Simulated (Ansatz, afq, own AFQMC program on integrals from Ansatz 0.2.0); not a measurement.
C2H5ClInO, doublet: AFQMC among the cluster methods

```xyz
10

C     0.0441   -1.4006    0.5896
C     0.9772   -0.2302    0.3422
O     0.3505    1.0106    0.4142
In   -1.1179    1.7188   -0.8230
Cl   -1.9987    3.8105   -0.0784
H     0.5914   -2.3563    0.6009
H    -0.7229   -1.4633   -0.2023
H    -0.4726   -1.2848    1.5545
H     1.7656   -0.2250    1.1216
H     1.5123   -0.3719   -0.6191
```

Basis def2-SVP with its core potentials. Only valence electrons are correlated. Ansatz 0.2.0 and our own AFQMC program on the same integrals; the CISD trial comes from CCSD amplitudes, and released means the phaseless constraint is let go. Uncertainties: one standard error, sampling alone. No spin–orbit coupling.

Determinant: UHF, the one that the program's search chose, which needn't be the lowest solution. The geometry is a PBE0/def2-SVP stationary point of this or a neighbouring charge and spin state.

No full CI on the walks' own integrals is used here. The released AFQMC energy serves as the reference, which it does only where one determinant dominates, the energy is flat over the last release times and near the phaseless one (40 meV or 2 meV an electron, half that with transition metals). On small molecules, where full CI could be run and the noise was under 10 meV, such values lay within 10 meV of it in 19 cases of 20, a flattering rate, since the rule was set on those same cases; what remains of the bias isn't in the error bar.

Cautions: no spin-orbit coupling; inner d shell frozen; the released value is read at 0.90 1/Eh with a noise of 19 meV, more than in the cases checked (meV from the phaseless value at times in 1/Eh: 18 ± 17 at 0.21, 34 ± 17 at 0.42, 19 ± 16 at 0.63, 5 ± 19 at 0.90).

* T1 diagnostic: 0.0184
* weight of the determinant in the CISD state: 0.781
* ⟨S²⟩ of the determinant: 0.767
* size of the correlated space: 29 electrons in 94 orbitals

| level | correlation energy (eV) |
| --- | --- |
| MP2 | -17.5502 |
| CCSD | -18.8169 |
| CCSD(T) | -19.3414 |

Question: Estimate where AFQMC with the constraint released lies against CCSD(T) on the same integrals.

Answer: 8.9 ± 1.8 kJ/mol below CCSD(T).

Reference: AFQMC with the constraint released, correlation energy -19.434 ± 0.019 eV.

```json
{"level": "CCSD(T)", "E − E(reference) (kJ/mol)": "8.9 ± 1.8", "share of correlation (%)": "99.52"}
{"level": "ph-AFQMC/CISD", "E − E(reference) (kJ/mol)": "-0.5 ± 2.2", "share of correlation (%)": "100.02"}
```

Released energies are given only where the last usable release times agree within the noise; a slower fall can still hide under it.
